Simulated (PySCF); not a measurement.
Computed with B3LYP-D3(BJ)/def2-TZVP // PBE0-D4/def2-TZVP (PySCF). Gas-phase values, no solvent. B3LYP has the VWN-RPA correlation part, as in Gaussian. 

Reference species (SMILES): `ClC(Cl)(Cl)Cl` (neutral, multiplicity 1).

* **S1 oscillator strength**: 0.000
* **LUMO**: -1.69 eV

Changed species: `CCl` (3 of 4 Cl replaced by H; the reference has 0 of 4 Cl replaced by H).

Task: What does the change do to the S1 oscillator strength and LUMO?

Result: the S1 oscillator strength stays essentially unchanged; the LUMO increases by 2.21 eV, to 0.52 eV.
